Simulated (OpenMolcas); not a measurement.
# Two attempts at CH5BO (SMILES BOC)

Aim: energy and forces of CH5BO at MP2/ANO-XS-VDZ (DKH2).

The results are computed with OpenMolcas 26.06.

5 further runs of the same task are left out: 5 set aside as unsound or not needed.

### Step 1. The structure to begin with

CH5BO: 8 atoms, total charge 0, spin state singlet. As SMILES, `BOC`. Geometry: relaxed at GFN2-xTB.

Bond lengths: B1–O2 1.320 Å, O2–C3 1.404 Å, B1–H4 1.183 Å, B1–H5 1.171 Å, C3–H6 1.093 Å, C3–H7 1.092 Å, C3–H8 1.093 Å. Angles: B1–O2–C3 124.9°, O2–B1–H4 122.5°, O2–B1–H5 115.4°, O2–C3–H6 111.9°, O2–C3–H7 108.7°, O2–C3–H8 108.7°, H4–B1–H5 122.1°, H6–C3–H7 109.4°, H6–C3–H8 109.4°, H7–C3–H8 108.7°.

### Step 2. The input as first written

Contents of job.inp:

```
* CH5BO MP2

&gateway
  coord
  9
  bohr
  B     -1.22439135     1.57695755    -1.59222654
  O      0.89724196     0.79217319    -0.54146323
  C      1.07822103    -1.18389452     1.22059300
  H     -3.20739436     0.65822940    -1.12279967
  H     -1.01249636     3.25444854    -3.02046265
  H     -0.76518790    -2.02610766     1.62374717
  H      2.34254230    -2.62955390     0.46424902
  H      1.89148357    -0.44227150     2.96834400
  basis = ANO-XS-VDZ
  group = NoSym

&seward
  relativistic = R02E00

&scf
  prorbitals = 1 1

&mbpt2
  frozen = 3
  grdt

&alaska
```

The run is started by

```bash
export MOLCAS_MEM=1860
pymolcas job.inp > job.log
```

What it wrote:

```text
--- Start Module: gateway ---

                                              &GATEWAY

                       available to each process: 1.9 GB of memory, 1 thread

 Error reading geometry
--- Stop Module: gateway /rc=_RC_INPUT_ERROR_ ---

.####################.
.# User input error #.
.####################.

    Timing: Wall=0.03 User=0.02 System=0.00
```

It took 0.21 s on 1 thread of Arm Neoverse V2, shared host.

### Step 3. Reading the log

The program refused the input.

The telling line is `Error reading geometry`. What is wrong: an atom count or index doesn't match the structure.

### Step 4. Second attempt

Contents of job.input:

```
&GATEWAY
COORD
8
bohr
B     -1.22439135     1.57695755    -1.59222654
O      0.89724196     0.79217319    -0.54146323
C      1.07822103    -1.18389452     1.22059300
H     -3.20739436     0.65822940    -1.12279967
H     -1.01249636     3.25444854    -3.02046265
H     -0.76518790    -2.02610766     1.62374717
H      2.34254230    -2.62955390     0.46424902
H      1.89148357    -0.44227150     2.96834400
BASIS=ANO-XS-VDZ
GROUP=NoSym
&SEWARD
RELATIVISTIC=R02E00
&SCF
PRORBITALS=1 1
&MBPT2
FROZEN=3
GRDT
&ALASKA
```

The run is started by

```bash
export MOLCAS_MEM=1860
pymolcas job.input > job.log
```

What it wrote:

```text
--- Start Module: gateway ---
[...]
--- Stop Module: gateway /rc=_RC_ALL_IS_WELL_ ---
[...]
      Basis functions           37
[...]
       Convergence after  11 Iterations
[...]
::    Total SCF energy                               -140.3461851553
[...]
      Total spin, S                                     0.0000000000
[...]
      Total electronic charge=   24.000000
      Total            charge=   -0.000000
[...]
--- Start Module: mbpt2 ---
[...]
WARNING!
Default frozen orbitals as non valence orbitals is overwritten by user input.
Default values:   3
[...]
       Reference weight ( Cref**2 )         =        0.91480
::    Total MBPT2 energy                             -140.6041555728
[...]
      Dipole Moment (debye):
      Origin of the operator (angstrom)=    0.1568    0.1758   -0.1276
                   X=  5.0084E-02               Y= -1.5683E+00               Z=  1.3794E+00           Total=  2.0892E+00
      Quadrupole Moment (debye*angstrom):
[...]
      Total MBPT2 calculations                           0.21      0.24
--- Stop Module: mbpt2 /rc=_RC_ALL_IS_WELL_ ---
--- Start Module: alaska ---
[...]
 *              Molecular gradients               *
 **************************************************
  Irreducible representation: a
 ------------------------------------------------------------------------------------------
                              X                       Y                       Z
 ------------------------------------------------------------------------------------------
  B1                3.85762870192110E-02   -2.10983433776399E-02    2.47205787481124E-02
  O2               -4.58947460528822E-02   -8.61447921604608E-03   -3.00703745348185E-04
  C3               -1.02387114530318E-02    3.05812218861612E-02   -2.88608657851652E-02
  H4                1.44773860148453E-02    8.54081272915508E-03   -4.86206235192846E-03
  H5                9.54981825764034E-04   -1.48835112154924E-02    1.33072971406669E-02
  H6                6.15459946270525E-03    2.47958901492051E-03   -1.11501399839142E-03
  H7               -2.62752169131630E-03    3.96159776700955E-03    1.19507161203958E-03
  H8               -1.40227512529556E-03   -9.66887588083498E-04   -4.08430162000428E-03
[...]
--- Stop Module: alaska /rc=_RC_ALL_IS_WELL_ ---
[...]
```

It took 2.3 s on 1 thread of Arm Neoverse V2, shared host; peak memory 0.38 GiB.

### Step 5. Outcome

At MP2/ANO-XS-VDZ (DKH2):

| quantity | value |
| --- | --- |
| total energy | -140.60416 Eh |
| dipole moment (mean-field density) | 2.00 D |
| HOMO energy (Hartree–Fock orbitals) | -12.12 eV |
| LUMO energy (Hartree–Fock orbitals) | 3.50 eV |
| HOMO–LUMO gap (Hartree–Fock orbitals) | 15.63 eV |
| correlation energy (3 core orbitals frozen) | -258.0 mEh |
| largest force on an atom | 2.594 eV/Å |

**Reading.** The largest force is 2.59 eV/Å: the shape isn't a stationary point for this species at this level.
